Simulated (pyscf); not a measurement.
# Four-centre exchange: H₃Si–SH + hydrogen chloride (HCl) -> HS–SiH₂–Cl + hydrogen (H₂)

Gas phase, singlet surface, charge 0. Bonds broken: Si2–H4, Cl7–H8. Bonds formed: Si2–Cl7, H4–H8. PySCF, gas phase, ωB97X-D3(BJ)/def2-SVP geometries.

Transition state (Å):

```xyz
8

S      0.9049     2.0339    -0.8092
Si     0.2060     0.0117    -0.5030
H      1.3836     2.2173     0.4373
H     -1.0369     0.6914     0.4636
H     -0.0928    -0.3293    -1.9048
H      1.2054    -0.6081     0.3845
Cl    -1.2941    -1.8535     0.0986
H     -1.3228    -0.1657     0.4663
```

One imaginary mode, 857i cm⁻¹; descent along it reached the two sides named.

```json
[
 {"bond": "Si2–H4", "change": "breaks", "reactant side (Å)": "1.490", "saddle": "1.715", "product side": "4.5"},
 {"bond": "Cl7–H8", "change": "breaks", "reactant side (Å)": "1.284", "saddle": "1.728", "product side": "3.0"},
 {"bond": "Si2–Cl7", "change": "forms", "reactant side (Å)": "3.4", "saddle": "2.468", "product side": "2.067"},
 {"bond": "H4–H8", "change": "forms", "reactant side (Å)": "2.9", "saddle": "0.904", "product side": "0.761"}
]
```

Electronic energies relative to the separated reactants (kcal/mol):

```csv
level,barrier,reaction energy,reverse barrier
ωB97X-D3(BJ)/def2-TZVP,32.4,-21.2,53.6
PBE/def2-TZVP,26.2,-18.9,45.1
r²SCAN/def2-TZVP,28.1,-20.6,48.7
B3LYP-D3(BJ)/def2-TZVP,31.4,-19.6,51.0
PBE0-D3(BJ)/def2-TZVP,28.6,-19.4,47.9
M06-2X/def2-TZVP,31.9,-21.2,53.1
ωB97M-D3(BJ)/def2-TZVP,33.2,-19.1,52.3
HF/def2-TZVP,51.0,-15.7,66.8
```

With ωB97M-D3(BJ)/def2-TZVP energies and thermal terms (ideal gas, 1 atm, RRHO with modes under 100 cm⁻¹ raised to 100, one conformer, R ln 2 for chiral ones without a mode under 150 cm⁻¹), in kcal/mol:

```csv
T (K),ΔH‡,ΔG‡,ΔH,ΔG
298,33.0,43.0,-20.2,-18.9
600,32.9,53.3,-19.5,-17.9
900,33.2,63.4,-19.0,-17.2
1200,33.6,73.4,-18.8,-16.6
```

The same reactants have a lower exit, to H₂S + H₃Si–Cl (barrier +26.3 kcal/mol at ωB97M-D3(BJ)/def2-TZVP, against +33.2 kcal/mol here). One saddle was located; it need not be the lowest between these sides.
